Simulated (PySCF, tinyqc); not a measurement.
Coupled-perturbed Hartree-Fock on RHF in the sto-3g basis, for BH, spin multiplicity 1, step by step. The lowest restricted solution is unstable here: a spin-polarised one lies 0.0059 hartree lower (PySCF). One step of it, computed by the program tinyqc.

Task: Response to a field: uncoupled start. Field along z; U_ai = -mu_ai / (e_a - e_i), alpha = -4 sum U_ai mu_ai.

orbital energies (hartree): MO1 -7.365691, MO2 -0.492670, MO3 -0.245889, MO4 0.258266, MO5 0.258266, MO6 0.461568

dipole integrals <a|z|i> (bohr), order a4, a5, a6:
$$\begin{pmatrix}
0.000000 & 0.000000 & 0.000000 \\
0.000000 & 0.000000 & 0.000000 \\
0.097099 & -0.489447 & 1.343755
\end{pmatrix}$$

Give: uncoupled U; uncoupled polarisability.

Result:

uncoupled U, order a4, a5, a6:
$$\begin{pmatrix}
0.000 & 0.000 & 0.000 \\
0.000 & 0.000 & 0.000 \\
-0.012 & 0.513 & -1.899
\end{pmatrix}$$

uncoupled polarisability = 11.218 bohr^3
